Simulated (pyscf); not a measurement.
H₂N–Si(OH)(F)–F → O=Si(F)–F + NH₃, an elimination (singlet surface; H–O, N–Si broken, H–N formed). Optimised with ωB97X-D3(BJ)/def2-SVP in PySCF. MP2 and CC: frozen core, UHF for open shells. ΔMP2 is the change of the MP2 total energy from the triple- to the quadruple-zeta basis. Energies in eV from the reactant's lowest minimum found.

AM1 to PM7: differences of heats of formation from MOPAC, which are fitted to 298 K values and so differ in kind from electronic energies by zero-point and thermal terms. 

**Question.** Quick AM1 single points give ΔE‡ = 3.16 eV and ΔE = +2.75 eV. What does CCSD(T)/def2-TZVPP + ΔMP2(QZVPP) give, and how far is the quick result from it?

**Answer.** CCSD(T)/def2-TZVPP + ΔMP2(QZVPP) gives ΔE‡ = 1.95 eV and ΔE = +3.15 eV. AM1 lies 1.21 eV over it in the barrier and 0.39 eV under it in the reaction energy, so on this step it does not hold to within 0.13 eV. CCSD(T)/def2-TZVPP + ΔMP2(QZVPP) has limits of its own. On the reactant side the descent ends in a point that may be a rotor saddle (no frequency run), 0.07 eV over the lowest minimum found and 1.84 eV under the saddle at ωB97X-D3(BJ)/def2-TZVP. On the product side the descent ends in an adduct with a N–Si contact, 1.98 eV under the separated species and 0.65 eV under the saddle at ωB97X-D3(BJ)/def2-TZVP. At CCSD(T) the saddle lies under the separated products, which points to a path from their complex (located at ωB97X-D3(BJ) alone), and parting the products costs more than the saddle. What is counted as broken (N–Si) persists as a longer contact in the product adduct; parting that adduct is a step of its own. One saddle was located; it need not be the lowest between these sides. The CCSD(T) − MP2 part came from Ansatz, without density fitting, on the same reference.
